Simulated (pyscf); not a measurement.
`[NH2][GeH]` [singlet] + `[H][H]` -> `[NH2][GeH]` [singlet] + `[H][H]` (concerted two-bond exchange; singlet surface; H–H, H–N broken, H–H, H–N formed). Structures and frequencies: ωB97X-D3(BJ)/def2-SVP in PySCF. Energies in kcal/mol from the separated reactants.

```csv
level,barrier,reaction energy
PBE/def2-TZVP,65.7,0.0
r²SCAN/def2-TZVP,71.6,0.0
B3LYP-D3(BJ)/def2-TZVP,(withheld),0.0
M06-2X/def2-TZVP,(withheld),0.0
ωB97M-D3(BJ)/def2-TZVP,77.0,0.0
HF/def2-TZVP,87.5,0.0
```

**Question.** Complete the blanks.

**Answer.** 
- B3LYP-D3(BJ)/def2-TZVP, barrier: 72.0
- M06-2X/def2-TZVP, barrier: 79.6

The functionals in the table span 13.9 kcal/mol in this barrier, from PBE to M06-2X. The same reactants have a lower exit, to GeH₂ [singlet] + NH₃ (barrier +26.5 kcal/mol at ωB97M-D3(BJ)/def2-TZVP, against +77.0 kcal/mol here). One saddle was located; it need not be the lowest between these sides. Elements up to Kr have no core potential and no relativistic terms here.
